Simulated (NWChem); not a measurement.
System: Li₂; SMILES [Li][Li]

Computed with NWChem. The geometry was optimised at PBE0/def2-SVP.

Predict the results for B3LYP/3-21G. Quantities: highest occupied level (eV); orbital gap (eV).


| Quantity | Result |
|---|---|
| highest occupied level (eV) | -3.62 |
| orbital gap (eV) | 2.14 |
